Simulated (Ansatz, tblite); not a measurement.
# The cluster Ba₂Te: charged states by level of theory

An exercise on one series of results from a longer session: the logs are not shown, and one member is left open.

Program: Ansatz 0.2.0, Gaussian basis. Level of theory: as each input shows. These are calculated values, not measurements.

The runs, in order: charge +1 doublet, at the geometry of the singlet (PBE0-D4/def2-TZVP, PBE-D4/def2-TZVP, r2SCAN-D4/def2-TZVP, CCSD(T)/def2-TZVPP); charge -1 doublet, at the geometry of the singlet (PBE0-D4/def2-TZVPD, PBE-D4/def2-TZVPD, r2SCAN-D4/def2-TZVPD); the starting singlet's energies come from earlier runs.

1 further run of the same task is left out (set aside as unsound or not needed). Runs told in other sessions of the task aren't counted.

## The structure

The singlet was relaxed beforehand with r2SCAN-D4/def2-TZVP. At that level it is the lowest of the isomers that a small search found.

3 atoms, charge 0, spin multiplicity 1.

Atoms are counted from 1 here; the program's logs count them from 0.

Bond lengths: Ba1–Te3 3.127 Å, Ba2–Te3 3.126 Å. Angles: Ba1–Te3–Ba2 80.8°.

Ba, Te take a core potential in the def2 sets. No spin-orbit coupling is included.

The first run:

in.yaml reads:

```yaml
crystal:
  periodic: [false, false, false]
  atoms:
    - {symbol: Ba, position_ang: [-1.807839, 1.206062, -0.100197]}
    - {symbol: Ba, position_ang: [2.141788, 0.345163, 0.161206]}
    - {symbol: Te, position_ang: [-0.333949, -1.551225, -0.061009]}
basis:
  gaussian: {orbitals: def2-SVP}
total_charge: 1
magnetization: {spin_polarized: true, initial_magnetization: 1}
hamiltonian: {xc: pbe0, dispersion: d4}
output: {orbitals: {seedname: orbitals}}
```

Started as:

```
$ ansatz run in.yaml --threads 4 --pin off --events-out ev --progress --plain --max-ram 3916MiB
```

Among the steps run: Charge +1 doublet at the fixed geometry, first pass, PBE0-D4/def2-SVP; Charge +1 doublet at the fixed geometry, PBE0-D4/def2-TZVP; Charge +1 doublet at the fixed geometry, PBE-D4/def2-TZVP; Charge +1 doublet at the fixed geometry, r2SCAN-D4/def2-TZVP; Charge +1 doublet at the fixed geometry, CCSD(T)/def2-TZVPP.

One table of the session follows, with a row left open; its other results are not shown here.

It belongs to the step «Vertical ionisation energy». 

```
             method  vertical ionisation energy (eV)
      HF/def2-TZVPP                             3.42
   PBE-D4/def2-TZVP                                ?
r2SCAN-D4/def2-TZVP                             4.16
  PBE0-D4/def2-TZVP                             4.34
     MP2/def2-TZVPP                             4.32
    CCSD/def2-TZVPP                             4.25
 CCSD(T)/def2-TZVPP                             4.37
```

Q: Estimate the row for PBE-D4/def2-TZVP from the others.

As computed: vertical ionisation energy (eV): 4.46. In the column «vertical ionisation energy (eV)» it is the highest.

Limits of these values: The closed-shell reference under CCSD(T)/def2-TZVPP is unstable towards broken spin symmetry, which adds to the doubt on it. The anion's highest level is positive in at least one run, so there the basis alone may hold the extra electron.
